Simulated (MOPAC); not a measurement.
MOPAC input (PM7):

```
PM7 PRECISE GNORM=0.05 LET XYZ UHF MS=0.5 GEO-OK AUX(PRECISION=9) THREADS=1
ClO

Cl   -0.00000000 1   -0.00000000 1   -0.50551697 1
O     0.00000000 1    0.00000000 1    1.07422357 1
```

**Question.** What heat of formation does the run end on?

**Answer.** 21.57 kcal/mol.
